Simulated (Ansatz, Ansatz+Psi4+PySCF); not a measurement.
Two shapes of singlet C₂H₂.

Shape 1:

```xyz
4

C     0.0000    0.0000    0.6081
C     0.0000    0.0000   -0.6081
H     0.0000    0.0000   -1.6740
H     0.0000    0.0000    1.6740
```

Shape 2:

```xyz
4

C     0.0000    0.0000    0.6081
C     0.0000    0.0000   -0.6081
H     0.0000    0.0000   -1.6240
H     0.0000    0.0000    1.6240
```

Basis set: cc-pVTZ (spherical functions). Correlated methods keep 2 orbitals frozen. Charge 0, multiplicity 1.

Computed with Ansatz (development build ahead of 0.2.0) and Psi4 1.11; each method stands on the lowest determinant of its kind that the runs found.

(1) Which shape is lower in energy, and by how much in each method?

Results:

(1)

| method | E(2) − E(1) (eV) |
| --- | --- |
| RHF | 0.064 |
| RHF-MP2 | 0.092 |
| RHF-CCSD(T) | 0.100 |

Shape 1 is lower.
